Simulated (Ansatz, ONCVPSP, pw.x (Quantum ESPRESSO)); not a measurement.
## silver (fcc): variants of one ONCV potential in the solid

- Element: silver (Ag)
- Generator: ONCVPSP 4.0.1
- Type: optimised norm-conserving Vanderbilt (ONCV)
- Functional: PBEsol
- Relativity: scalar-relativistic
- Frozen core: [Ar] 3d10
- Valence charge: 19
- Reference configuration: 4s2 4p6 4d10 5s1
- Partial waves: 4s+5s: rc 1.30 bohr, ncon 3, nbas 7, qcut 8.7 1/bohr, 2 projectors; 4p: rc 1.60 bohr, ncon 4, nbas 7, qcut 8.5 1/bohr, 2 projectors, debl 0.5 Ha; 4d: rc 1.70 bohr, ncon 4, nbas 9, qcut 9.5 1/bohr, 2 projectors, debl 0.9 Ha
- Local potential: polynomial inside 1.10 bohr (lpopt 5, dvloc0 0 Ha)
- Core correction: Teter function fitted to the true core (icmod 2), fcfact 0.65

In the p channel the program set the typed energies aside and used -2.150, 0.250 Ha.

Crystal test: fcc Ag in pw.x 7.5, no spin, 14³ k-points, Fermi–Dirac smearing 0.01 Ry, cutoffs set for each file from its atomic test. The reference is all-electron LAPW (Ansatz 0.2.0) with the same functional, mesh and smearing; V0 and B0 come from Birch–Murnaghan fits to the pressures at five volumes. Errors are pseudo minus all-electron; Δ is the rms difference of the E(V) curves that follow from these fits, minima aligned, over ±6 % about the mean V0. Mesh and smearing are coarse, so the numbers serve the comparison and aren't converged zero-temperature values; the lattice is a test structure that the element need not adopt.

All-electron: a0 = 4.054 Å (V0 = 16.66 Å³/atom), B0 = 118.5 GPa.

2 further variants are left out: they gave no file fit for a test, a broken result, the same result as the base, or pressures whose basis-set error rivals the error shown.

```tsv
change	cutoffs (Ry)	pw.x	a0 (Å)	a0 error (%)	B0 error (%)	Δ (meV/atom)	mean pressure error (GPa)
base	85/340	converged; energies reset by the program	4.054	-0.01	-0.1	0.1	-0.02
s: rc 1.34	85/340	converged; energies reset by the program	4.054	-0.00	+0.0	0.1	-0.02
s: rc 1.62	85/340	converged; energies reset by the program	4.053	-0.03	+0.3	0.4	-0.12
s: rc 1.82	85/340	converged; energies reset by the program	4.052	-0.06	+0.8	0.7	-0.21
```
